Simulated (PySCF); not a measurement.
Stretching AlH

Set-up: basis Al def2-SVP, H def2-SVP; no relativity; PySCF 2.14. Energies in eV from Al + H in their ground configurations at the same level. State: ¹Σ⁺ (singlet), closed shell.

All columns are PBE0. A positive dipole means Al(−)H(+).

| R (Å) | E (eV) | μ (D) | Mulliken charge on Al (basis-dependent) | HOMO (eV) | LUMO (eV) | Mayer bond order | ⟨S²⟩ |
| --- | --- | --- | --- | --- | --- | --- | --- |
| 1.435 | -2.614 | 0.96 | 0.22 | -5.61 | -1.70 | 0.85 | 0.00 |
| 1.501 | -2.814 | 0.72 | 0.22 | -5.67 | -1.72 | 0.86 | 0.00 |
| 1.568 | -2.929 | 0.48 | 0.22 | -5.72 | -1.74 | 0.87 | 0.00 |
| 1.618 | -2.972 | 0.29 | 0.23 | -5.75 | -1.76 | 0.88 | 0.00 |
| 1.668 | -2.985 | 0.09 | 0.23 | -5.79 | -1.78 | 0.88 | 0.00 |
| 1.718 | -2.973 | -0.10 | 0.24 | -5.81 | -1.80 | 0.89 | 0.00 |
| 1.785 | -2.927 | -0.37 | 0.25 | -5.84 | -1.83 | 0.89 | 0.00 |
| 1.868 | -2.832 | -0.71 | 0.25 | -5.87 | -1.88 | 0.90 | 0.00 |
| 1.968 | -2.679 | -1.11 | 0.26 | -5.88 | -1.93 | 0.90 | 0.00 |
| 2.102 | -2.434 | -1.64 | 0.27 | -5.85 | -2.01 | 0.90 | 0.00 |

A fit through these points gives, at Re = 1.667 Å, μ = 0.09 D and dμ/dR = -3.92 D/Å; the reduced mass is 0.9715 u.

Q: How strong is the fundamental in the double-harmonic approximation, I = 42.26·(dμ/dR)²/μred km/mol?

A: I = 42.26·(-3.92)²/0.9715 = 668 km/mol at PBE0.
